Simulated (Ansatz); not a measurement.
**MgH2, singlet: CASSCF and its corrections**

Computed with Ansatz's Gaussian-basis code (development build). Basis cc-pV(T+d)Z on Mg, cc-pVTZ on H, nonrelativistic, no frozen core. State-specific CASSCF; RHF is the lowest restricted (open-shell) Hartree–Fock solution met. No symmetry is imposed, so a solution can break that of the shape. No proof that the lowest CASSCF solution was found.

Geometry. A bond is stretched, to 1.78 times the sum of the covalent radii.

```xyz
3

Mg    0.0000    0.0000    0.0000
H     0.0000    0.0000    3.0600
H     0.0000    0.0000   -1.7000
```

Question: What do CASSCF and its corrections give against RHF in CAS(4,6), and what are the occupations?

Answer: CASSCF -1.939 eV, SC-NEVPT2 -3.570 eV; occupations 1.95, 1.76, 0.25, 0.03, 0.01, 0.01.
